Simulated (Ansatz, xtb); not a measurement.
## Two isomers of C4H3FO

Structure I: `O=C=C/C=C\F`, a singlet. Structure II: `CC#CC(=O)F`, a singlet. Both are isolated molecules in the gas phase, relaxed with r2SCAN-D4/def2-SVP; each stands in its lowest conformer found.

I (Å):

```csv
atom,x (Å),y (Å),z (Å)
C,-1.0481,-1.1932,-1.7985
C,0.0434,-0.8003,-1.1536
C,1.3553,-1.4023,-1.3094
C,2.4399,-0.9807,-0.6414
F,2.3678,0.0428,0.2255
O,-2.0157,-1.5264,-2.3572
H,-0.0903,0.0399,-0.4628
H,1.4855,-2.2400,-1.9990
H,3.4433,-1.4042,-0.7285
```

II (Å):

```
atom    x (Å)    y (Å)    z (Å)
   C  -0.7787   1.8483  -0.5054
   C  -0.4595   0.6274  -1.2126
   C  -0.1876  -0.4005  -1.8079
   C   0.1865  -1.6074  -2.4823
   F  -0.8214  -2.0667  -3.2560
   O   1.2259  -2.1854  -2.4186
   H  -0.6407   1.7144   0.5796
   H  -0.1118   2.6646  -0.8269
   H  -1.8192   2.1594  -0.6878
```

Question: Estimate E(II) − E(I) at the level CCSD(T)/def2-SVP + ΔMP2/def2-TZVPP.

Answer: Calculated at CCSD(T)/def2-SVP + ΔMP2/def2-TZVPP: E(II) − E(I) = −13.3 kJ/mol, so structure II lies lower.

How the difference moves with the method:

```
                             level            geometry  E(II) − E(I) (kJ/mol)  departure from the last row (kJ/mol)  job, with rough time for the two
                          GFN2-xTB            GFN2-xTB                    +3.4                                 +16.7              optimisation, 0.23 s
                         HF/STO-3G            GFN2-xTB                   −45.0                                 −31.7              single point, 0.64 s
      r2SCAN-D4/def2-SVP//GFN2-xTB            GFN2-xTB                    −1.9                                 +11.4               single point, 3.3 s
                r2SCAN-D4/def2-SVP  r2SCAN-D4/def2-SVP                    −0.8                                 +12.5                optimisation, 56 s
                       HF/def2-SVP  r2SCAN-D4/def2-SVP                   −17.2                                  −3.9           part of the CCSD(T) run
                      MP2/def2-SVP  r2SCAN-D4/def2-SVP                   −27.0                                 −13.7           part of the CCSD(T) run
                  CCSD(T)/def2-SVP  r2SCAN-D4/def2-SVP                   −16.3                                  −3.0                      single point
CCSD(T)/def2-SVP + ΔMP2/def2-TZVPP  r2SCAN-D4/def2-SVP                   −13.3                                                      single point, 45 s
```

As drawn, II has 1 C–C, 1 C≡C in place of 2 C=C.

GFN2-xTB puts the two in the other order. r2SCAN-D4/def2-SVP//GFN2-xTB, r2SCAN-D4/def2-SVP find them nearly level. The largest departure from CCSD(T)/def2-SVP + ΔMP2/def2-TZVPP is that of HF/STO-3G, 31.7 kJ/mol. The last row adds to CCSD(T) the change of the MP2 difference between the two basis sets, here +3.0 kJ/mol.

With harmonic frequencies from r2SCAN-D4/def2-SVP (ideal gas, rigid rotor, one conformer each, 298.15 K, 1 atm): on the last row, ΔE + ΔZPE = −14.3 kJ/mol. A mode under 50 cm⁻¹ makes harmonic enthalpies and free energies unreliable, so none is given.

The correlated steps freeze 6 core orbitals. Run with Ansatz 0.2.0, xtb 6.7.1; the last row on 2 threads of Intel(R) Xeon(R) Processor @ 2.70GHz on a shared host.
